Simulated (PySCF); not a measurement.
**P₂H₂, singlet: structure and spectrum**

All numbers come from PySCF, PBE0, basis P def2-TZVP, H def2-TZVP (no relativity, density fitting).

The structure is a minimum.

Coordinates in bohr (charge 0 multiplicity 1):
```
P     1.7756   -0.6885    0.0000
P    -1.7756    0.6885    0.0000
H    -0.9763    3.2644    0.0000
H     0.9763   -3.2644    0.0000
```

```json
{
 "Point group": "C2h",
 "Bond lengths": "P–H 1.427 Å (×2), P–P 2.016 Å",
 "Bond angles": "H–P–P 94.0° (×2)",
 "Atomisation energy without zero-point energy": "964 kJ/mol",
 "Principal quadrupole moments (Buckingham, traceless) about the centre of mass": "-3.26, -0.37, 3.63 D Å",
 "Heat capacity Cp at 298.15 K": "45.4 J/(mol K)",
 "Zero-point energy": "46.7 kJ/mol",
 "Rotational constants": "4.298, 0.2572, 0.2427 cm⁻¹",
 "Entropy at 298.15 K and 1 bar": "248.5 J/(mol K)",
 "Enthalpy at 298.15 K above 0 K": "10.92 kJ/mol",
 "Principal polarisabilities": "30.2, 43.4, 72.0 bohr³",
 "Dipole moment": "0.00 D",
 "Lowest empty level": "-2.88 eV",
 "Rotational symmetry number": "2",
 "Highest occupied level": "-7.44 eV"
}
```

Harmonic modes (masses in u: P 30.974, H 1.008):
```csv
symmetry,ω (cm⁻¹),IR (km/mol)
ag,646,0.0
bu,675,8.6
au,788,0.0
ag,972,0.0
ag,2359,0.0
bu,2375,98.4
```

In C2h the vibrations span 3ag + 2bu + au. The ag modes carry no infrared intensity, as symmetry demands. With a centre of inversion only u modes can be infrared active and only g modes Raman active.

Charges (e):
| atom | Mulliken | Löwdin | polar tensor | Mayer order to P1 |
| --- | --- | --- | --- | --- |
| P1 | -0.08 | 0.00 | 0.08 | – |
| P2 | -0.08 | 0.00 | 0.08 | 2.07 |
| H3 | 0.08 | 0.00 | -0.08 | 0.01 |
| H4 | 0.08 | 0.00 | -0.08 | 0.93 |
Other Mayer orders above 0.3: P–H 0.93.

Mulliken populations on P1: s 5.79, p 9.12, d 0.16, f 0.01.

This need not be the most stable arrangement of these atoms.

The final relaxation and frequency run took 26 s on 2 threads of a shared Arm Neoverse N1 host, with 86 basis functions and 13 gradients; the process peaked at 1 GiB.
